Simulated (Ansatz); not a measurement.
Take SiC in the zinc blende structure (space group F-43m, No. 216; a = 4.356 Å) as the base.

Calculations: r2SCAN/PAW in Ansatz (a quantum-chemistry and plane-wave program), spin-orbit coupling left out.

```tsv
level	band gap	lattice parameter a
r2SCAN	1.71 eV	4.356 Å
```

Problem. What does experiment give, and how far off is each level?

Solution. Measured: band gap 2.53 eV (static lattice; corrected from measurement; as listed in Wei Chen et al., Physical Review Materials (2018)); lattice parameter a 4.346 Å (static lattice; corrected from measurement; as listed in Daniel Mejia-Rodriguez, S. B. Trickey, Phys. Rev. B (2018)). Computed minus measured — band gap: r2SCAN -0.82 eV; lattice parameter a: r2SCAN +0.2 %. A measured gap can be an optical one, lowered by exciton binding.

Stability against distortions was not tested.
